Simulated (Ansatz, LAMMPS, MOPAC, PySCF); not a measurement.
**Bulk modulus B0 of cubic BN: levels of theory against measurement**

Reference value: 410 GPa (measured, 0 K value with the zero-point phonon effect removed, our sources range from 388 to 410; as tabulated in Mejia-Rodriguez and Trickey (2018), arXiv:1807.09216).

```csv
level (code),value (GPa),cell (Å³/atom)
Tersoff BNC.tersoff (LAMMPS),466,5.33
PM6 semi-empirical Hartree-Fock (MOPAC),549,6.02
LDA (Ansatz),?,5.74
PBE (Ansatz),?,5.95
r²SCAN+rVV10 (Ansatz),395,5.86
B3LYP (VWN-RPA form) (Ansatz),?,5.91
Hartree–Fock (Ansatz),431,5.83
MP2 (PySCF),399 ± 10,5.81
CCSD(T) (PySCF),392 ± 10,5.84
```

Q: Some entries are withheld; supply them.

A: 
- LDA (Ansatz, a program for electronic structure), value (GPa): 403
- PBE (Ansatz), value (GPa): 372
- B3LYP (VWN-RPA form) (Ansatz), value (GPa): 386

Errors against the reference: Tersoff BNC.tersoff +13.7 %, PM6 semi-empirical Hartree-Fock (MOPAC) +34 %, LDA -1.7 %, PBE -9.3 %, r²SCAN+rVV10 -3.7 %, B3LYP (VWN-RPA form) -5.9 %, Hartree–Fock +5.1 %, MP2 -2.7 %, CCSD(T) -4.4 %.

Leaving aside Tersoff BNC.tersoff (doubt noted below): Once the reference is moved by up to 5.3 % (a margin picked here for doubts on the reference and the settings) and values within 1.7 % count as equal, the nearest can be LDA (-1.7 %), MP2 (-2.7 %), r²SCAN+rVV10 (-3.7 %), CCSD(T) (-4.4 %), Hartree–Fock (+5.1 %) or B3LYP (VWN-RPA form) (-5.9 %). Farthest off among them: PM6 semi-empirical Hartree-Fock (MOPAC) (+34 %). Within 15 %: LDA, PBE, r²SCAN+rVV10, B3LYP (VWN-RPA form), Hartree–Fock, MP2, CCSD(T).

A ± on a computed value is a rough bar: the spread of its extrapolation, a floor set from checks against published values, or a statistical error. Tersoff BNC.tersoff: the potential file covers more elements than this solid holds. PM6 semi-empirical Hartree-Fock (MOPAC): the method was fitted mainly to molecules. PM6 semi-empirical Hartree-Fock (MOPAC): the run uses a supercell at the zone centre in place of a k mesh. Each level is taken at its own relaxed cell. Cutoffs and k meshes differ between the levels. Ansatz's density-functional and Hartree–Fock values are scalar-relativistic unless marked +SOC, with PAW data made under PBE.

Empirical potentials (Tersoff BNC.tersoff) are fitted to chosen data: where that held the value shown, agreement is built in, and what lay outside the fit can be far off.

Differences are worked out from the printed values.
